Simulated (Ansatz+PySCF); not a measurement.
The numbers below are computed, except where a source is named.
## Ansatz (development build ahead of 0.2.0) run

```yaml
crystal:
  periodic: [false, false, false]
  atoms:
    - { symbol: C, position_ang: [-1.12824, -0.87752, -6.0e-05] }
    - { symbol: C, position_ang: [-0.08465, 0.11395, -0.0003] }
    - { symbol: C, position_ang: [1.36011, -0.3612, -0.00013] }
    - { symbol: H, position_ang: [-2.1574, -0.54114, 0.00114] }
    - { symbol: H, position_ang: [-0.91719, -1.94073, -0.00053] }
    - { symbol: O, position_ang: [-0.37687, 1.36275, -1.0e-05] }
    - { symbol: H, position_ang: [2.02251, 0.503, -0.01441] }
    - { symbol: H, position_ang: [1.56893, -0.96327, 0.88953] }
    - { symbol: H, position_ang: [1.56291, -0.98942, -0.87274] }
basis:
  gaussian: { orbitals: cc-pVTZ }
magnetization:
  spin_polarized: true
  initial_magnetization: 1
hamiltonian:
  xc: hf
correlation:
  method: mp2
  frozen_orbitals: { C: 1, H: 0, O: 1 }
output:
  forces: true
```

The input is written out in the form of the current development build from the run's settings.

Results

```
Converged                       : yes
Reference energy                : -191.40925 hartree
Correlation energy              : -0.68336 hartree
Total energy                    : -192.09260 hartree
Spin squared of the determinant : 0.967
Stability test                  : minimum
```

Forces (eV/Å):
```json
{"atom": "C1", "Fx": "-0.049", "Fy": "0.154", "Fz": "0.001"}
{"atom": "C2", "Fx": "-0.909", "Fy": "5.078", "Fz": "0.002"}
{"atom": "C3", "Fx": "-0.131", "Fy": "0.159", "Fz": "-0.001"}
{"atom": "H4", "Fx": "0.217", "Fy": "-0.005", "Fz": "-0.001"}
{"atom": "H5", "Fx": "0.047", "Fy": "0.210", "Fz": "0.000"}
{"atom": "O6", "Fx": "1.246", "Fy": "-5.679", "Fz": "-0.001"}
{"atom": "H7", "Fx": "-0.159", "Fy": "-0.111", "Fz": "0.003"}
{"atom": "H8", "Fx": "-0.132", "Fy": "0.096", "Fz": "-0.120"}
{"atom": "H9", "Fx": "-0.130", "Fy": "0.098", "Fz": "0.117"}
```

Caution: the unrestricted determinant is spin contaminated; forces differ strongly between restricted and unrestricted references.
